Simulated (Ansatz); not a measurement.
**Structure relaxation of Y**

Theory: DFT PBEsol, scalar-relativistic, plane waves, PAW in Ansatz 0.2.0. Cutoff 420 eV, Γ-centred k mesh, Gaussian smearing, no spin polarisation in the final step.

Y was placed on the iodine structure type (Cmce, No. 64), at a guessed volume.

```
Y
1.0
     3.40647   -2.25142    0.00000
     3.40647    2.25142    0.00000
     0.00000    0.00000    9.18410
Y
4
Direct
  0.85000 0.15000 0.11700
  0.65000 0.35000 0.61700
  0.15000 0.85000 0.88300
  0.35000 0.65000 0.38300
```

Steps on the 4×4×2 mesh (4 atoms). 10 of 10 steps are shown, and the free energy counts from the last. Trial steps that were taken back and renewals of the plane-wave basis can be among the rows.

| step | ΔF (meV/atom) | V (Å³/atom) | P (GPa) | largest force component (eV/Å) |
| --- | --- | --- | --- | --- |
| 1 | 907.5 | 35.22 | -1.93 | 2.050 |
| 2 | 477.3 | 32.90 | -1.50 | 1.110 |
| 3 | 279.0 | 31.49 | -0.73 | 0.706 |
| 4 | 147.6 | 30.50 | 0.22 | 0.343 |
| 5 | 69.3 | 30.40 | 1.07 | 0.167 |
| 6 | 28.7 | 31.96 | -0.94 | 0.017 |
| 7 | 3.0 | 31.45 | -0.49 | 0.063 |
| 8 | 2.7 | 31.03 | 0.06 | 0.078 |
| 9 | 0.1 | 31.05 | 0.05 | 0.003 |
| 10 | 0.0 | 31.05 | 0.06 | 0.003 |

Steps on the 8×8×8 mesh (1 atom). 4 of 4 steps are shown, and the free energy counts from the last.

```json
{"step": "1", "ΔF (meV/atom)": "12.2", "V (Å³/atom)": "31.05", "P (GPa)": "-0.33"}
{"step": "2", "ΔF (meV/atom)": "2.8", "V (Å³/atom)": "30.83", "P (GPa)": "-0.04"}
{"step": "3", "ΔF (meV/atom)": "0.0", "V (Å³/atom)": "30.92", "P (GPa)": "-0.17"}
{"step": "4", "ΔF (meV/atom)": "0.0", "V (Å³/atom)": "30.92", "P (GPa)": "-0.17"}
```

The cell was then made exact in the group found at 0.06 Å. A final relaxation ran on a 20×20×20 mesh. The relaxed crystal, Fm-3m (No. 225):

```
Y
1.0
     0.00000    2.48795    2.48795
     2.48795    0.00000    2.48795
     2.48795    2.48795    0.00000
Y
1
Cartesian
  0.0000 0.0000 0.0000
```

* Volume per atom: 30.80 Å³
* Density: 4.79 g/cm³
* Energy over the standard structure: 0.02 eV/atom
* Gap on the 20×20×20 mesh: 0 eV (a metal)

Energies count from the standard state of Y at the same level.

The final run used a 20×20×20 mesh on its 1-atom cell and 0.10 eV smearing. For metals, differences of a few meV/atom aren't resolved.

A structure relaxed within its symmetry needn't be a true minimum.